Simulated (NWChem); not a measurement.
Correlation energy of N (+1)

```
N
```
Charge +1, spin multiplicity 3.

Everything below was run with NWChem.

Basis set: def2-TZVP. Each correlation energy counts from its own Hartree-Fock reference.

The correlated methods keep 1 core orbital frozen. The stability of the SCF solutions was not checked. Open-shell Hartree-Fock references start from PBE0 orbitals. No row is a measurement; the coupled-cluster row has its own basis-set and correlation limits.

Question: For the correlation energy, SCS-UMP2 gives -73.6 mHa and CCSD on UHF gives -91.6 mHa. What do CCSD on ROHF, CCSDT on ROHF, CCSD[T] on UHF give?

Answer: CCSD on ROHF: -97.2 mHa; CCSDT on ROHF: -99.2 mHa; CCSD[T] on UHF: -93.2 mHa.
